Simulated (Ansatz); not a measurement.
Reaction (substitution at a C–C bond): `C[C@@H]1O[C@H]1F` + H–F → `F[C@@H]1O[C@H]1F` + CH₄

Isolated molecules relaxed with PBE0-D4/def2-TZVP in Ansatz; ΔE leaves out vibrations. CCSD(T)/CBS is the MP2 limit (def2-TZVPP, def2-QZVPP) plus CCSD(T) − MP2 in def2-TZVPP, frozen cores. This one scheme is used for every species. Functionals use def2-TZVPP. HSE06 is defined as in plane-wave codes.

`C[C@@H]1O[C@H]1F`:

Z-matrix (Å, degrees):
```
C
C 1 1.493
H 1 1.092 2 110.5
H 1 1.091 2 111.0 3 120.2
H 1 1.093 2 110.2 3 -119.3
O 2 1.446 1 116.9 3 -74.4
C 2 1.451 1 123.5 3 -140.7
H 2 1.088 1 116.9 3 63.0
F 7 1.353 2 119.6 1 -153.0
H 7 1.088 2 123.9 1 -3.0
```

H–F:

```xyz
2

F    -0.379   -0.243   -0.093
H     0.379    0.243    0.093
```

`F[C@@H]1O[C@H]1F`:

Z-matrix (Å, degrees):
```
C
O 1 1.395
C 1 1.447 2 58.8
F 1 1.344 2 115.3 3 -111.2
H 1 1.086 2 116.8 3 114.1
F 3 1.344 1 120.1 2 103.1
H 3 1.086 1 123.1 2 -103.5
```

CH₄:

Z-matrix (Å, degrees):
```
C
H 1 1.090
H 1 1.090 2 109.5
H 1 1.090 2 109.5 3 -120.0
H 1 1.090 2 109.5 3 120.0
```

```
             level  ΔE (kJ/mol)  difference from CCSD(T)/CBS
            B97M-V         15.5                        -21.5
        r2SCANh-D4         20.2                        -16.8
          HSE06-D4         25.4                        -11.6
            B2PLYP         22.8                        -14.2
              PBE0         22.8                        -14.2
             BHLYP         19.0                        -18.0
         CAM-B3LYP         15.9                        -21.1
SCS-MP2/def2-TZVPP         32.9                         -4.1
CCSD(T)/def2-TZVPP         30.9                         -6.1
     HF/def2-QZVPP         16.0                        -21.0
       CCSD(T)/CBS         37.0                            0
```

Task: What do rigid-rotor, harmonic-oscillator terms from PBE0-D4/def2-TZVP frequencies (298.15 K, 1 bar) make of the CCSD(T)/CBS value? (Best estimate.)

Result: Ansatz gave: ΔZPE = -0.4 kJ/mol, ΔH = +35.7 kJ/mol, ΔS = -6 J/(mol·K), ΔG = +37.6 kJ/mol.

Largest T1 diagnostic among the species: 0.013.

At CCSD(T), def2-SVP lies −22.0 kJ/mol from the extrapolated value and def2-TZVPP −6.2 kJ/mol. From r2SCAN to r2SCAN0 (25 % exact exchange), in def2-TZVPP and without D4, ΔE moves by +5.5 kJ/mol.
